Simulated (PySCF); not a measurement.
Species: C₅H₈O.
SMILES with atom numbers: `[CH3:1][C@@H:2]1[CH2:3][CH2:4][C:5]1=[O:6]` (hydrogens: H7, H8, H9 on C1; H10 on C2; H11, H12 on C3; H13, H14 on C4)

An MMFF94s structure was refined with PBE0-D3(BJ)/def2-SVP geometry optimisation, gas phase (PySCF 2.14.0). Its MMFF94s values:

```
 coordinate  MMFF94s
      C1–C2  1.514 Å
      C1–H7  1.095 Å
      C2–C3  1.556 Å
      C2–C5  1.544 Å
     C2–H10  1.098 Å
      C3–C4  1.547 Å
     C3–H11  1.095 Å
     C3–H12  1.096 Å
      C4–C5  1.540 Å
     C4–H13  1.093 Å
     C4–H14  1.092 Å
      C5=O6  1.212 Å
   C1–C2–C3   116.1°
   C1–C2–C5   115.8°
   C2–C3–C4    91.2°
   C2–C5–C4    91.9°
   C2–C5–O6   134.2°
   C3–C2–C5    86.7°
   C3–C4–C5    87.2°
   C4–C5–O6   133.9°
C1–C2–C3–C4    -130°
C1–C2–C5–C4     131°
C3–C4–C5–O6     167°
```

Problem. How do these coordinates change at the PBE0-D3(BJ)/def2-SVP level?

Solution. 
| coordinate | PBE0-D3(BJ)/def2-SVP (Å or °) | change |
| --- | --- | --- |
| C5=O6 | 1.196 | -0.016 |
| C2–C5 | 1.528 | -0.016 |
| C4–C5 | 1.525 | -0.015 |
| C4–H13 | 1.102 | +0.009 |
| C2–H10 | 1.106 | +0.008 |
| C4–H14 | 1.100 | +0.008 |
| C1–H7 | 1.100 | +0.005 |
| C2–C3 | 1.552 | -0.004 |
| C3–H12 | 1.100 | +0.004 |
| C3–H11 | 1.098 | +0.003 |
| C1–C2 | 1.512 | -0.002 |
| C3–C4 | 1.547 | 0.000 |
| C1–C2–C3 | 121.6 | +5.5 |
| C1–C2–C5 | 118.3 | +2.5 |
| C2–C5–O6 | 133.2 | -1.0 |
| C2–C3–C4 | 90.4 | -0.8 |
| C4–C5–O6 | 134.1 | +0.2 |
| C2–C5–C4 | 92.2 | +0.3 |
| C3–C2–C5 | 86.8 | +0.1 |
| C3–C4–C5 | 87.1 | -0.1 |
| C3–C4–C5–O6 | 158 | -9 |
| C1–C2–C5–C4 | 139 | +8 |
| C1–C2–C3–C4 | -135 | -5 |

The energy falls by 2.1 kcal/mol over 12 energy and gradient evaluations, the largest force component goes from 0.0270 to 3.4e-04 Eh/bohr, and the atoms move by 0.107 Å rms after alignment. Among the bonds, C4–C5, C5=O6 and C2–C5 change most and about equally (-0.016 to -0.015 Å). Bonds longer at the end by more than 0.005 Å: 6 of 14; shorter: 3. Among the dihedrals that turn most is C1–C2–C5–O6, from -49° to -34°. Rotational constants go from 4745, 3896, 2362 to 4759, 3951, 2364 MHz.

The run used 124 basis functions and 82 SCF cycles in all. Time: 66 s of wall time. Hardware: Arm Neoverse V1, one thread (shared host).

Stationary, but not proved a minimum. One conformer, not necessarily the lowest.
